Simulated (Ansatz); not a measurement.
Geometry optimisation, Ansatz 0.2.0, RKS PBE/6-31G*.

Input file:

```yaml
crystal:
  periodic: [false, false, false]
  atoms:
    - { symbol: "N", position_ang: [-0.3158, 1.1252, 0.9139] }
    - { symbol: C, position_ang: [-0.6207, -0.1653, 0.3837] }
    - { symbol: F, position_ang: [0.0094, -1.0111, 1.2033] }
    - { symbol: C, position_ang: [0.0206, -0.3488, -1.0331] }
    - { symbol: O, position_ang: [1.3576, -0.0962, -1.0728] }
    - { symbol: H, position_ang: [-0.3692, 1.113, 1.9161] }
    - { symbol: H, position_ang: [0.6215, 1.414, 0.651] }
    - { symbol: H, position_ang: [-1.6447, -0.3845, 0.4168] }
    - { symbol: H, position_ang: [-0.5376, 0.3228, -1.7058] }
    - { symbol: H, position_ang: [-0.1913, -1.3943, -1.3288] }
    - { symbol: H, position_ang: [1.7357, -0.6318, -0.3236] }
basis:
  gaussian: { orbitals: "6-31G*" }
hamiltonian:
  xc: pbe
relax:
  f_tol: 0.015
  max_steps: 40
```

Command:

```bash
$ ansatz run input.yaml --threads 1 --pin off --max-ram 2048MiB --backend cpu --events-out ev --progress --plain --runs-dir out
```

Q: Where does it end, and by what steps?

A: It converged. After 8 steps the energy has fallen by 0.546 eV; H6 moved furthest, 0.22 Å.

```csv
step,energy less start (eV),largest force component (eV/Å),accepted
0,0.0000,3.621,yes
1,-0.4382,1.414,yes
2,-0.5251,0.606,yes
3,-0.5410,0.261,yes
4,-0.5396,0.254,no
5,-0.5453,0.056,yes
6,-0.5459,0.083,yes
7,-0.5464,0.020,yes
8,-0.5464,0.008,yes
```

```xyz
11
Properties=species:S:1:pos:R:3
N -0.345 1.161 0.863
C -0.558 -0.159 0.402
F 0.171 -1.151 1.179
C -0.023 -0.340 -1.018
O 1.387 -0.122 -1.029
H -0.535 1.250 1.865
H 0.626 1.434 0.674
H -1.620 -0.440 0.500
H -0.472 0.404 -1.695
H -0.287 -1.355 -1.378
H 1.723 -0.738 -0.341
```

Whether the end is a true minimum wasn't checked by a vibrational analysis.

Run time: 34 s on 1 thread of Arm Neoverse V1, with other jobs on the host, peak memory 0.16 GiB.
